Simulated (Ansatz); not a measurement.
## What it costs to change the join: rock-salt TaN (0 0 1) on alpha cristobalite (0 0 1)

Periodic stacks without vacuum, rock-salt TaN (0 0 1) on alpha cristobalite (0 0 1); both interfaces of a cell carry the change. As cut, the substrate ends in O and O planes and the film in NTa and NTa planes. All cells share the in-plane lattice within 0.1 %; atoms, period and the film's lateral shift were relaxed first with the CHGNet potential, then at PBE, once from one start each, so registries can end apart. The unchanged cell is such a single relaxation too: if a lower arrangement of it exists, the changes cost more than shown.

Plane-wave PAW runs of Ansatz (a program for electronic structure), PBE at 420 eV, without spin–orbit coupling or a Hubbard term. The stacks are run without spin polarisation. The cells are models built for this series, cut from the relaxed bulk crystals, not measured interface structures.

| cell | atoms gained or lost | period at the end (Å) | total energy (eV) | energy per atom added, swapped in or removed (eV) |
|---|---|---|---|---|
| unchanged | – | 28.37 | -337914.144 | – |
| 1 H added at each interface | +2 H | 28.94 | -337946.700 | -0.41 |
| 1 O added at each interface | +2 O | 28.70 | -339053.405 | -4.66 |
| 2 Mg on Ta sites at each interface | +4 Mg, −4 Ta | 28.45 | -305882.986 | -0.66 |
| 2 O on N sites at each interface | −4 N, +4 O | 28.59 | -338645.045 | -1.77 |
| 2 Si on Ta sites at each interface | +4 Si, −4 Ta | 28.72 | -300722.872 | ? |
| one O vacancy in the substrate about 2 Å from each interface | −2 O | 28.11 | -336773.977 | +5.12 |
| one O vacancy in the substrate at each interface | −2 O | 28.30 | -336774.936 | +4.64 |

References, each relaxed at the same level, per atom: H from H2 molecule in a box, -15.872 eV; Mg from hcp Mg, -1923.802 eV; N from N2 molecule in a box, -384.013 eV; O from O2 molecule in a box, -564.968 eV; Si from silicon, -635.810 eV; Ta from bcc Ta, -9932.250 eV. O2 is the spin-polarised triplet, which PBE overbinds. Gases are single molecules in a box, without zero-point energy.

Q: Work out the missing value, for «2 Si on Ta sites at each interface», and say where it stands among the rows.

A: [-300722.872 − (-337914.144) − 4 × (-635.810) + 4 × (-9932.250)] / 4 = +1.38 eV, number 5 of 7 from the lowest. A positive value means that the change costs energy against the references at 0 K, at PBE.
